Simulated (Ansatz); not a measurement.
**Strength of the C–O bond: C4H9O → C2H5O + C2H4**

Species: C4H9O `[CH2]COCC`, doublet; C2H5O (ethoxy radical) `CC[O]`, doublet; C2H4 (ethylene) `C=C`, singlet. 

Shapes, held fixed at every level: PBE0-D4/def2-TZVP. Flexible molecules stand in one conformer, not always the lowest. Programs: Ansatz 0.2.0. Electronic energies: no zero-point or thermal term.

```
               level                    kind  ΔE (kJ/mol)  less CCSD(T)/CBS estimate
      MP2/def2-TZVPP     perturbation theory       +109.3                      +24.0
       HF/def2-TZVPP            Hartree–Fock        +26.6                      -58.7
   PBE-D4/def2-TZVPP                     GGA        +83.0                       -2.3
  wB97X-V/def2-TZVPP  range-separated hybrid        +86.1                       +0.8
   B2PLYP/def2-TZVPP           double hybrid        +71.5                      -13.8
  CCSD(T)/def2-TZVPP   coupled cluster or CI        +81.1                       -4.2
     CCSD/def2-TZVPP   coupled cluster or CI        +77.9                       -7.4
CCSD(T)/CBS estimate   coupled cluster or CI        +85.3                        0.0
```

The highest level, CCSD(T)/CBS estimate, gives ΔE = +85.3 kJ/mol; the levels span +26.6 to +109.3. A fragment pairs its electrons up again, so this isn't a typical strength of such a bond. The column of differences is taken from that level and isn't an error. No measured value is set beside it here. Open shells run unrestricted. The CBS estimate extrapolates MP2 from def2-TZVPP and def2-QZVPP and adds CCSD(T) − MP2 in the triple-zeta set, cores frozen.
